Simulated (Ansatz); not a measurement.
## Basis or method: atomization of BF

BF, singlet; coordinates (Å): B 0.000 0.000 0.000; F 0.000 0.000 1.263. Quantity: atomization.

Ansatz 0.2.0, basis 6-31G or cc-pVTZ; geometries are PBE0/def2-TZVP minima. Wave-function levels freeze the cores; HF, MP2 and coupled cluster are restricted for singlets and unrestricted otherwise, atoms included (their steps beyond CCSDT(Q) come from restricted open-shell runs), Kohn–Sham unrestricted where that lies lower. The reference is CCSDT(Q) or full CI (coupled cluster only where its series has nearly closed). Semilocal and hybrid functionals correlate all electrons outside any core potential and usually lie nearer their basis limit than the reference, so part of their error here is the reference's basis and frozen-core error; RPA and the MP2 part of double hybrids freeze the same cores as the reference. None of these values is a measured one. Energies are electronic, without zero-point terms. No spin–orbit coupling and no scalar relativity. The species are chosen: bound, without strong static correlation by their natural occupations or amplitudes, in their lowest spin state as far as vertical gaps and like structures tell, and with a ladder that closes on the reference, so errors are smaller than for species at large; levels whose determinant breaks symmetry or spin markedly are left out.

```json
{"level": "reference", "6-31G (kcal/mol)": "145.4 (full CI)", "cc-pVTZ (kcal/mol)": "177.9 (CCSDT(Q))"}
{"level": "MP2", "6-31G (kcal/mol)": "151.5", "cc-pVTZ (kcal/mol)": "186.4"}
{"level": "CCSD", "6-31G (kcal/mol)": "143.1", "cc-pVTZ (kcal/mol)": "174.0"}
{"level": "CCSD(T)", "6-31G (kcal/mol)": "145.2", "cc-pVTZ (kcal/mol)": "177.8"}
{"level": "CCSDT", "6-31G (kcal/mol)": "145.2", "cc-pVTZ (kcal/mol)": "177.6"}
{"level": "PBE", "6-31G (kcal/mol)": "169.1", "cc-pVTZ (kcal/mol)": "187.7"}
{"level": "PBE0", "6-31G (kcal/mol)": "158.3", "cc-pVTZ (kcal/mol)": "180.0"}
{"level": "RPA-PBE", "6-31G (kcal/mol)": "128.5", "cc-pVTZ (kcal/mol)": "164.2"}
```

From 6-31G to cc-pVTZ the reference moves by 32.5 kcal/mol and PBE by 18.6; the step from CCSD(T) to the reference is 0.3 in the first and 0.0 in the last.
